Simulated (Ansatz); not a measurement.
Relaxation of ClH₅Si (7 atoms, charge 0, multiplicity 1), to a largest force component of 0.03 eV/Å in at most 50 steps.

Theory: RKS r2SCAN-D4/6-31G* (Ansatz 0.2.0).

```xyz
7
Properties=species:S:1:pos:R:3
Si -0.492 0.000 -0.433
H 0.153 0.000 2.167
H 0.739 0.000 0.388
H -0.528 1.224 -1.267
H -0.528 -1.224 -1.267
Cl -2.211 0.000 0.784
H -0.391 0.000 2.619
```

Problem. Where does it end, and by what steps?

Solution. The run converged. The force dipped under the threshold on the way, but the program's further checks kept it going. After 17 steps the energy has fallen by 0.313 eV; H2 moved furthest, 1.33 Å.

| step | energy less start (eV) | largest force component (eV/Å) | accepted |
| --- | --- | --- | --- |
| 0 | 0.0000 | 1.196 | yes |
| 1 | -0.1815 | 0.201 | yes |
| 2 | -0.2507 | 0.174 | yes |
| 3 | -0.2871 | 0.207 | yes |
| 4 | -0.3013 | 0.054 | yes |
| 5 | -0.3062 | 0.075 | yes |
| 6 | -0.3091 | 0.016 | yes |
| 7 | -0.2877 | 1.164 | no |
| 8 | -0.3099 | 0.047 | yes |
| 9 | -0.3101 | 0.240 | yes |
| 10 | -0.3112 | 0.103 | yes |
| 11 | -0.3116 | 0.025 | yes |
| 12 | -0.3120 | 0.153 | yes |
| 13 | -0.3118 | 0.102 | no |
| 14 | -0.3126 | 0.028 | yes |
| 15 | -0.3128 | 0.035 | yes |
| 16 | -0.3129 | 0.053 | yes |
| 17 | -0.3130 | 0.020 | yes |

```xyz
7
Properties=species:S:1:pos:R:3
Si -0.577 0.000 -0.794
H 0.379 0.000 3.478
H 0.667 0.000 0.013
H -0.641 1.217 -1.639
H -0.641 -1.217 -1.639
Cl -2.198 0.000 0.489
H -0.248 0.000 3.080
```

Whether the end is a true minimum wasn't checked by a vibrational analysis.

The run took 37 s on 1 thread of Arm Neoverse V2, on a shared host, peak memory 0.12 GiB.
